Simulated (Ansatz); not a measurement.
Fluorite CdF₂, treated with PBEsol (Ansatz, a first-principles code, plane waves, PAW).

Settings: plane-wave cutoff 520 eV, 8×8×8 k mesh, perturbation theory, scalar-relativistic PAW data made under PBE.

Cell (relaxed at this level):

Space group Fm-3m (No. 225); a = b = c = 5.3838 Å, α = β = γ = 90.00°

```csv
atom,site,symmetry,x,y,z
Cd,4a,m-3m,0.0000,0.0000,0.0000
F,8c,-43m,0.2500,0.2500,0.2500
```
(The calculation used a cell of 3 atoms; values per cell refer to that cell.)

**Question.** Give the computed electronic dielectric constant ε∞ and static dielectric constant.

**Answer.** 
- electronic dielectric constant ε∞ = 2.91
- static dielectric constant = 8.76

Measured, for comparison: high-frequency dielectric constant 2.4, static dielectric constant 8.1 (300 K, no zero-point or thermal correction; as tabulated in Rakita et al. (2019), arXiv:1907.03971). Computed (rounded) less measured: high-frequency dielectric constant +21 %, static dielectric constant +8 %.

It cost very roughly 5 core-minutes of CPU time.
